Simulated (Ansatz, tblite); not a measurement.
Cost and result up the ladder for cyclo-(PH)3 (P3H3) (6 atoms). Charge 0, multiplicity 1. Geometry: PBE0-D4/def2-TZVP.

```
atom    x (Å)    y (Å)    z (Å)
  P1  -0.3889  -0.3546   1.1988
  P2   0.0783   1.2882  -0.2199
  P3   0.8546  -0.7409  -0.5765
  H4  -1.5766  -0.8011   0.5587
  H5  -1.0372   1.0952  -1.0790
  H6   2.0698  -0.4869   0.1179
```

Ansatz on 2 threads of Arm Neoverse V2 on a shared host; xTB runs through tblite on one thread. Times are rough, summed over both states, and most runs start from the orbitals of an earlier one. No level here is sound enough to serve as a yardstick. The other state is a triplet.

The xTB rows come from tblite.

xTB has no spin-polarisation term.

```csv
level,functions,vertical triplet (eV)
PBE-D4/def2-TZVP,129,4.38
GFN2-xTB,30,3.62
GFN1-xTB,33,3.85
r2SCAN-D4/def2-TZVP,129,4.39
```

Q: Estimate how long each takes.

A: GFN2-xTB 0.005 s; GFN1-xTB 0.008 s; PBE-D4/def2-TZVP 8.2 s; r2SCAN-D4/def2-TZVP 16 s. On shared hardware such times vary by a factor of up to 3.
